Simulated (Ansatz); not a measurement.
We consider cubic perovskite KTaO3, described by B3LYP (VWN-RPA form) (PAW; Ansatz, a quantum-chemistry and plane-wave program).

Numerical settings: plane-wave cutoff 460 eV, 6×6×6 k mesh, Fermi–Dirac smearing 0.01 eV, scalar-relativistic PAW data made under PBE.

The cell has the measured lattice: a = 3.9885 Å, b = 3.9885 Å, c = 3.9885 Å, α = 90.00°, β = 90.00°, γ = 90.00°.

What does this level give for the band gap and smallest direct gap on the k points sampled?


- band gap: 3.93 eV (on the SCF k mesh)
- smallest direct gap on the k points sampled: 4.56 eV

Measured, for comparison: band gap 3.64 eV (temperature not stated, no zero-point or thermal correction, indirect; as tabulated in Himmetoglu and Janotti (2016), arXiv:1601.06205).

Note: cell and atoms aren't relaxed at this level (pressure 4.4 GPa).

Spin–orbit coupling is not included.

Computed values are for the static lattice.
